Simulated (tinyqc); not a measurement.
Worked calculation (part 3 of 3): RHF in the sto-3g basis, for H3O+, spin multiplicity 1. Computed by tinyqc, a small Python program that keeps every step (integrals from PySCF). Command: `OMP_NUM_THREADS=1 python tinyqc.py 26746 26747 out.jsonl` (the two numbers bound the seeds that draw the settings). One thread of a shared host (Intel(R) Xeon(R) Processor @ 2.60GHz), about 0.07 s of CPU time with the checks.

Geometry (angstrom):
```
atom          x          y         z
O      0.000000   0.000000  0.358000
H      1.079000   0.000000  0.000000
H     -0.540000   0.935000  0.000000
H     -0.540000  -0.935000  0.000000
```

## Convergence

Stop when the energy changes by less than 1e-10 hartree and every element of the error matrix X^T (F D S - S D F) X is below 3e-06.

Course of the cycle:
```
iteration   E (hartree)     change  largest element of the error matrix
1          -73.40305335          -                             7.49e-01
2          -75.02642901  -1.62e+00                             5.01e-01
3          -75.27322600  -2.47e-01                             4.31e-02
4          -75.27731371  -4.09e-03                             1.63e-02
5          -75.27774666  -4.33e-04                             3.90e-03
6          -75.27780327  -5.66e-05                             4.01e-04
7          -75.27780337  -1.03e-07                             3.60e-06
8          -75.27780337  -3.37e-11                             2.07e-07
```

PySCF RHF in the same basis = -75.27780337 hartree

Converged in 8 iterations.

## Populations, bond orders and dipole

D after iteration 8:
```
            1O 1s      1O 2s     1O 2px     1O 2py     1O 2pz      2H 1s      3H 1s      4H 1s
1O 1s    2.101113  -0.419495   0.000018   0.000000  -0.071878  -0.040319  -0.040310  -0.040310
1O 2s   -0.419495   1.786803  -0.000165   0.000000   0.382908   0.103509   0.103641   0.103641
1O 2px   0.000018  -0.000165   0.990230   0.000000   0.000126   0.594659  -0.297432  -0.297432
1O 2py   0.000000   0.000000   0.000000   0.990510   0.000000   0.000000   0.515102  -0.515102
1O 2pz  -0.071878   0.382908   0.000126   0.000000   1.751978  -0.244962  -0.244868  -0.244868
2H 1s   -0.040319   0.103509   0.594659   0.000000  -0.244962   0.405969  -0.129790  -0.129790
3H 1s   -0.040310   0.103641  -0.297432   0.515102  -0.244868  -0.129790   0.406002  -0.129742
4H 1s   -0.040310   0.103641  -0.297432  -0.515102  -0.244868  -0.129790  -0.129742   0.406002
```

overlap S:
```
           1O 1s     1O 2s     1O 2px     1O 2py     1O 2pz      2H 1s      3H 1s      4H 1s
1O 1s   1.000000  0.236704   0.000000   0.000000   0.000000   0.035188   0.035130   0.035130
1O 2s   0.236704  1.000000   0.000000   0.000000   0.000000   0.365037   0.364646   0.364646
1O 2px  0.000000  0.000000   1.000000   0.000000   0.000000   0.309899  -0.154871  -0.154871
1O 2py  0.000000  0.000000   0.000000   1.000000   0.000000   0.000000   0.268156  -0.268156
1O 2pz  0.000000  0.000000   0.000000   0.000000   1.000000  -0.102821  -0.102674  -0.102674
2H 1s   0.035188  0.365037   0.309899   0.000000  -0.102821   1.000000   0.147115   0.147115
3H 1s   0.035130  0.364646  -0.154871   0.268156  -0.102674   0.147115   1.000000   0.147020
4H 1s   0.035130  0.364646  -0.154871  -0.268156  -0.102674   0.147115   0.147020   1.000000
```

Mulliken: Z minus the diagonal of D S on the atom; Loewdin: the same with S^(1/2) D S^(1/2); Mayer order: 2 sum_s sum (D(s) S)_ij (D(s) S)_ji over the two atoms.

Charges (e):
```
atom   Mulliken   Loewdin
1O    -0.159298  0.018040
2H     0.386382  0.327198
3H     0.386458  0.327381
4H     0.386458  0.327381
```

Mayer bond orders:
```
pair     order
2-1   0.822030
3-1   0.821985
3-2   0.014339
4-1   0.821985
4-2   0.014339
4-3   0.014326
```

dipole moment about the origin, x y z (debye): -0.002420  0.000000  -0.809494
